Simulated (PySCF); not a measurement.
## Static response to an electric field

Species: C₂H₂FN₃.
Cartesian coordinates in Å at the PBE0-D3(BJ)/def2-SVP level; atoms count from 1:
```xyz
8
C2H2FN3 angstrom
F      0.378    1.846    0.725
C      0.166    0.662    0.209
C      0.560    0.066   -0.962
N      0.035   -1.187   -0.960
N     -0.640   -1.388    0.118
N     -0.571   -0.268    0.847
H      1.169    0.455   -1.773
H     -1.035   -0.202    1.745
```

Level: wB97X-D/def2-SVPD (PySCF), static field, nuclei fixed, core orbitals frozen in the response. The polarisability tensor in these axes (au):

```
x   35.21  5.72 -7.71
y    5.72 46.60  3.29
z   -7.71  3.29 45.17
```

Give the principal values, the mean and the anisotropy Δα = √{½[(α1 − α2)² + (α2 − α3)² + (α1 − α3)²]}.

Principal values 28.60, 48.96 and 49.42 au; mean 42.33 au = 6.27 Å³ = 6.98 × 10⁻⁴⁰ C²·m²/J; Δα = 20.60 au (49 % of the mean).

What is the dipole moment, and where does it point?

(-0.06, 2.55, 2.05) D, 3.27 D in size, pointing from the negative to the positive side. Measured along this direction, the outermost atoms are N4 at the negative end and F1 at the positive end.

What molar refraction does this α imply?

Lorentz–Lorenz: R = (4π/3)N_A α = 2.5225 cm³/(mol·Å³) × 6.27 Å³ = 15.8 cm³/mol, in the limit of long wavelengths.

Traceless (Buckingham) quadrupole moment about the centre of nuclear charge: eigenvalues?

-11.76, 0.43, 11.32 D·Å. The values depend on the origin, since the dipole doesn't vanish. The electronic extent ⟨r²⟩ about the same centre is 421 bohr², a root-mean-square distance of 1.64 Å for the 44 electrons.

Refractivity n − 1 of an ideal gas of it at 500 K and 1 atm, from the electronic α?

N = p/kT = 1.4678 × 10¹⁹ cm⁻³, so n − 1 = 2π × N × 6.27 × 10⁻²⁴ cm³ = 578 × 10⁻⁶ at long wavelengths, for an ideal gas.

Find the Langevin capture rate constant for H3+ (3.023 u) meeting this molecule (87.023 u), k = 2.342 × 10⁻⁹ cm³/s × √(α in Å³ / reduced mass in u).

The reduced mass is 2.92 u, so k = 3.43 × 10⁻⁹ cm³/s. The formula leaves out the permanent dipole, which adds to the capture rate.

Isolated species at its PBE0-D3(BJ)/def2-SVP geometry, gas phase.

The run behind these numbers computed excited states and ΔSCF ions as well. The run took 35 s on an Arm Neoverse V2 with one thread (shared host), and the process peaked at 0.68 GiB of memory.
